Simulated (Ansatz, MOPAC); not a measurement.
Process, species as SMILES: CCO [ethanol] + 2 [H][H] (H2) → 2 C (CH4) + O (H2O)

Wanted: energy of full hydrogenation (enthalpy at 298 K), in kcal/mol. Terms: spin-orbit terms left out; non-relativistic; no dispersion term unless named; 6-31G* and kin with 6d, 5d where marked. Ab initio and DFT rows: single points at B3LYP-D3(BJ) geometries (Ansatz, an electronic-structure program), with unscaled harmonic terms from B3LYP/6-31G* at its own minima. Semi-empirical rows: MOPAC heats of formation at their own minima for 298 K.

```tsv
species	coefficient	E at B3LYP/6-31G* (Ansatz), Eh	E at PBE0/def2-TZVPD (Ansatz), Eh	H(298 K) - E, kcal/mol	heat of formation at PM3 (MOPAC), kcal/mol
CCO	-1	-155.03363	-154.92282	53.66	-56.89
[H][H] (H2)	-2	-1.17549	-1.16825	8.44	-13.39
C (CH4)	+2	-40.51834	-40.47422	30.76	-13.03
O (H2O)	+1	-76.40884	-76.38086	15.65	-53.43
```

Measured values: Active Thermochemical Tables 1.112 (ions: stationary electron), as tabulated in the package chemicals; they hold spin-orbit and core effects, anharmonicity and other conformers.  Value to compare with, the measured value: -37.4 kcal/mol. 1 Eh = 627.5095 kcal/mol.

Q: Compute it at each level from the table, and compare with the measured value.

A: 
- B3LYP/6-31G*: the sum of coefficient times E is -0.06091 Eh, or -38.22 kcal/mol; the thermal terms add 6.63. Result: -31.6 kcal/mol. Its error against the measured value is 5.8 kcal/mol.
- PBE0/def2-TZVPD: the sum of coefficient times E is -0.06998 Eh, or -43.91 kcal/mol; the thermal terms add 6.63. Result: -37.3 kcal/mol. Its error against the measured value is 0.1 kcal/mol.
- PM3: the sum of coefficient times heat of formation is 4.18 kcal/mol; it needs no thermal term. Its error against the measured value is 41.6 kcal/mol.
